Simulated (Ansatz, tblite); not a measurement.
Potential energy curve for LiF, singlet.

Methods: UKS-PBE = unrestricted PBE/cc-pVDZ (Ansatz, a program for electronic structure); RCCSD(T) = CCSD(T) on RHF/cc-pVDZ, frozen core (Ansatz); GFN2-xTB, 300 K electronic temperature (tblite).

Total energies in hartree (comparable only within one method and basis):

| R / Å | UKS-PBE | RCCSD(T) | GFN2-xTB |
|---|---|---|---|
| 1.25 | -107.23348 | -107.08128 | -5.04616 |
| 1.33 | -107.26896 | -107.11878 | -5.06613 |
| 1.39 | -107.28533 | -107.13627 | -5.07454 |
| 1.50 | -107.30014 | -107.15244 | -5.08041 |
| 1.55 | -107.30239 | -107.15508 | -5.08031 |
| 1.56 | -107.30259 | -107.15534 | -5.08013 |
| 1.59 | -107.30278 | -107.15569 | -5.07936 |
| 1.67 | -107.30078 | -107.15394 | -5.07580 |
| 1.74 | -107.29688 | -107.15011 | -5.07140 |
| 1.80 | -107.29248 | -107.14567 | -5.06703 |
| 1.94 | -107.27996 | -107.13284 | -5.05566 |
| 2.11 | -107.26291 | -107.11509 | -5.04130 |
| 2.34 | -107.23962 | -107.09039 | -5.02282 |
| 2.60 | -107.21506 | -107.06360 | -5.00359 |
| 2.79 | -107.19886 | -107.04535 | -4.99052 |
| 3.17 | -107.17191 | -107.01330 | -4.96784 |
| 3.45 | -107.15788 | -106.99456 | -4.95447 |
| 3.85 | -107.14409 | -106.98109 | — |
| 4.23 | -107.13578 | -107.01596 | — |
| 4.69 | -107.12953 | -106.92936 | — |
| 5.40 | -107.12399 | -106.91877 | — |

A dash means that the run gave no value there, or that the column was ended at a point which the program doubted or which failed a test of continuity chosen for this set; such a test can also cut sound points.

The scan ran from 1.25 to 6.25 Å; beyond the distances shown full CI changes its symmetry label. The unrestricted determinant behind UKS-PBE is spin-contaminated at 3.17 to 5.40 Å (<S²> up to 0.6, against 0.00 for a pure singlet). The T1 diagnostic of CCSD on the restricted reference of RCCSD(T) exceeds 0.045 at 3.17 to 5.40 Å.
